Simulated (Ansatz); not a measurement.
in.yaml

```yaml
crystal:
  periodic: [false, false, false]
  atoms:
    - {symbol: Si, position_ang: [0.000000, 0.000000, 0.000000]}
    - {symbol: As, position_ang: [0.000000, 0.000000, 2.339600]}
basis:
  gaussian: {orbitals: 6-31G}
total_charge: 1
correlation: {method: sc_nevpt2, electrons: outside_noble_gas, active_space: {window: {electrons: 2, orbitals: 2}}}
```

```sh
$ ansatz run in.yaml --threads 1 --pin off --events-out ev --progress --plain --max-ram 2393MiB
```

The program prints:

```
390 factors; integrals over basis functions are off by at most 4.1e-4 eV
mean field evaluation 1: about -68632.4541 eV, gradient 2.3e1 eV
mean field evaluation 2: about -68632.4723 eV, gradient 2.3e1 eV
mean field evaluation 4: about -68635.1359 eV, gradient 1.8e0 eV
mean field evaluation 8: about -68635.1591 eV, gradient 1.3e-1 eV
mean field evaluation 16: about -68635.1593 eV, gradient 4.1e-5 eV
mean field evaluation 32: about -68635.1593 eV, gradient 2.7e-3 eV
mean field evaluation 64: about -68637.0513 eV, gradient 1.4e-6 eV
mean field evaluation 96: about -68637.0511 eV, gradient 1.3e-1 eV
mean field evaluation 128: about -68636.1117 eV, gradient 4.1e0 eV
mean field -68637.05128131 eV, -2522.3651107239 hartree, gradient 4.4e-6 eV, S^2 0.000000; 8 other end points of the search recorded, 0 dependent functions left out; unrestricted orbitals would lower it
reference -68637.05128131 eV, -2522.3651107239 hartree; 23, 23 occupied and 19, 19 virtual orbitals, 390 factors
state -68637.59421000 eV, -2522.3850629852 hartree
state -68637.59421000 eV, -2522.3850629852 hartree; corrected -68639.32140305 eV, -2522.4485361590 hartree
state -68637.47827676 eV, -2522.3808025171 hartree
state -68637.47827676 eV, -2522.3808025171 hartree; corrected -68639.33361645 eV, -2522.4489849934 hartree
state -68637.47827676 eV, -2522.3808025171 hartree; corrected -68639.33361645 eV, -2522.4489849934 hartree
state -68637.40522164 eV, -2522.3781177909 hartree
state -68637.40522164 eV, -2522.3781177909 hartree; corrected -68639.25576403 eV, -2522.4461239694 hartree
state -68637.47827676 eV, -2522.3808025171 hartree; corrected -68639.33361645 eV, -2522.4489849934 hartree
WARN: the results are in doubt because another end's mean lies 0.116 eV lower, and its corrected mean 0.012 eV higher
Total energy: -68639.33361645 eV, -2522.4489849934 hartree
In doubt: another end's mean lies 0.116 eV lower, and its corrected mean 0.012 eV higher
```

Ran on 1 thread of Intel Xeon Platinum 8488C, shared host: 4.4 s wall, 0.17 GiB peak host memory.
